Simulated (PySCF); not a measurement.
Compound: C3HCl3.
Bonds: C1–C2 (triple), C2–C3, C3–Cl4, C3–Cl5, C3–Cl6. Hydrogens: H7 on C1.

The same species was optimised twice, with GFN2-xTB and with PBE0-D3(BJ)/def2-SVP (PySCF), and the same property calculations (PySCF, gas phase) were run on both structures.

```json
{"coordinate": "C2–C3 (Å)", "GFN2-xTB": "1.433", "PBE0-D3(BJ)/def2-SVP": "1.448", "change": "+0.015"}
{"coordinate": "C1≡C2 (Å)", "GFN2-xTB": "1.198", "PBE0-D3(BJ)/def2-SVP": "1.209", "change": "+0.011"}
{"coordinate": "C3–Cl6 (Å)", "GFN2-xTB": "1.787", "PBE0-D3(BJ)/def2-SVP": "1.783", "change": "-0.004"}
{"coordinate": "C3–Cl4 (Å)", "GFN2-xTB": "1.787", "PBE0-D3(BJ)/def2-SVP": "1.783", "change": "-0.004"}
{"coordinate": "C3–Cl5 (Å)", "GFN2-xTB": "1.786", "PBE0-D3(BJ)/def2-SVP": "1.785", "change": "-0.001"}
{"coordinate": "Cl4–C3–Cl5 (°)", "GFN2-xTB": "108.8", "PBE0-D3(BJ)/def2-SVP": "109.2", "change": "+0.4"}
{"coordinate": "C2–C3–Cl4 (°)", "GFN2-xTB": "110.1", "PBE0-D3(BJ)/def2-SVP": "109.7", "change": "-0.4"}
{"coordinate": "C2–C3–Cl5 (°)", "GFN2-xTB": "110.1", "PBE0-D3(BJ)/def2-SVP": "109.7", "change": "-0.4"}
{"coordinate": "Cl4–C3–Cl6 (°)", "GFN2-xTB": "108.8", "PBE0-D3(BJ)/def2-SVP": "109.2", "change": "+0.4"}
{"coordinate": "Cl5–C3–Cl6 (°)", "GFN2-xTB": "108.9", "PBE0-D3(BJ)/def2-SVP": "109.1", "change": "+0.2"}
{"coordinate": "C2–C3–Cl6 (°)", "GFN2-xTB": "110.1", "PBE0-D3(BJ)/def2-SVP": "109.8", "change": "-0.3"}
{"coordinate": "C1–C2–C3 (°)", "GFN2-xTB": "180.0", "PBE0-D3(BJ)/def2-SVP": "179.9", "change": "-0.1"}
```

Rotational constants: A = 1712, B = 1644, C = 1643 MHz (GFN2-xTB) against A = 1710, B = 1635, C = 1634 MHz (PBE0-D3(BJ)/def2-SVP). Point groups within 0.08 Å: C3v and C3v.

On the GFN2-xTB structure: isotropic polarisability (au) 78.1 [B3LYP/def2-SVPD]; HOMO (eV) -8.54 [B3LYP/def2-SVPD]; LUMO (eV) -1.47 [B3LYP/def2-SVPD]; dipole (D) 1.79 [B3LYP/def2-SVPD]; HOMO (eV) -8.80 [PBE0/pcSseg-1]; LUMO (eV) -1.12 [PBE0/pcSseg-1]; dipole (D) 1.89 [PBE0/pcSseg-1]; GIAO shielding of C1 (ppm) 94.2 [PBE0/pcSseg-1]; GIAO shielding of C2 (ppm) 103.2 [PBE0/pcSseg-1]; GIAO shielding of C3 (ppm) 84.2 [PBE0/pcSseg-1]; GIAO shielding of Cl4/Cl5/Cl6 (mean) (ppm) 389.8 [PBE0/pcSseg-1].

Problem. What do these properties become on the PBE0-D3(BJ)/def2-SVP structure?

Solution. 
```csv
property,level,on GFN2-xTB,on PBE0-D3(BJ)/def2-SVP,change
isotropic polarisability (au),B3LYP/def2-SVPD,78.1,78.5,+0.4
HOMO (eV),B3LYP/def2-SVPD,-8.54,-8.49,+0.05
LUMO (eV),B3LYP/def2-SVPD,-1.47,-1.44,+0.03
dipole (D),B3LYP/def2-SVPD,1.79,1.76,-0.03
"energy, GFN2-xTB geometry as zero (kcal/mol)",B3LYP/def2-SVPD,0.0,-0.4,-0.4
HOMO (eV),PBE0/pcSseg-1,-8.80,-8.76,+0.04
LUMO (eV),PBE0/pcSseg-1,-1.12,-1.09,+0.03
dipole (D),PBE0/pcSseg-1,1.89,1.86,-0.03
"energy, GFN2-xTB geometry as zero (kcal/mol)",PBE0/pcSseg-1,0.0,0.0,0.0
GIAO shielding of C1 (ppm),PBE0/pcSseg-1,94.2,94.3,+0.1
GIAO shielding of C2 (ppm),PBE0/pcSseg-1,103.2,102.0,-1.2
GIAO shielding of C3 (ppm),PBE0/pcSseg-1,84.2,83.8,-0.4
GIAO shielding of Cl4/Cl5/Cl6 (mean) (ppm),PBE0/pcSseg-1,389.8,395.2,+5.4
```

The heavy atoms differ by 0.008 Å rms after alignment (one structure mirrored). Among bonds between heavy atoms C2–C3 changes most (+0.015 Å). Changes are differences of the printed values. Neither structure is proved a minimum here.
